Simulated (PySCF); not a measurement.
**A survey of $^{17}$O NMR shifts**

Equivalent nuclei averaged, isolated molecule, no relativistic terms, one conformer. NMR shieldings at PBE0/pcSseg-1/GIAO; coordinates at the GFN2-xTB level; PySCF.

Shieldings were converted by a linear fit to measured shifts: $^{17}$O: δ = 266.70 − 0.911σ (rms 10.7 ppm, 155 shifts, 12.2 ppm with the 3 outliers that the fit left out vs liquid water, solution or neat liquid). Occasional misses reach two or three times the rms, and more in compound classes unlike the fitted ones.

Question: Give the $^{17}$O shifts of `C=C1C[C@@H]1C(=C)OC(C)=O`, `C=C[Si@@H](C)O[SiH3]`, `COc1ccc(OC)cc1`, `C=C[Si@@H]([SiH3])OC`.

Answer: 
```tsv
compound	environment	δ (ppm)
[CH2:1]=[C:2]1[CH2:3][C@@H:4]1[C:5](=[CH2:6])[O:7][C:8]([CH3:9])=[O:10]	O10: ester carbonyl oxygen	366.6
[CH2:1]=[C:2]1[CH2:3][C@@H:4]1[C:5](=[CH2:6])[O:7][C:8]([CH3:9])=[O:10]	O7: ester alkoxy oxygen	205.6
C=C[Si@@H](C)O[SiH3]	oxygen bonded to 2 Si	-28.5
COc1ccc(OC)cc1	ether oxygen (×2)	46.7
C=C[Si@@H]([SiH3])OC	oxygen bonded to C, Si	-40.5
```

Question: Order these by $^{17}$O shift, lowest first.
A. C=C[Si@@H](C)O[SiH3]
B. C=CC[SiH2]NC=O
C. CO/C(F)=C1C(Cl)=C\1C(F)(F)F
D. C=C/C=C\OC(F)F

Answer: A (-28.4 ppm, oxygen bonded to 2 Si), C (38.3 ppm, ether oxygen), D (121.1 ppm, ether oxygen), B (370.4 ppm, amide-type carbonyl oxygen).

In solution the two oxygens of a carboxylic acid give one averaged line by proton exchange, and hydrogen bonding shields acid and N–H amide carbonyl oxygens by tens of ppm; neither is in these numbers.
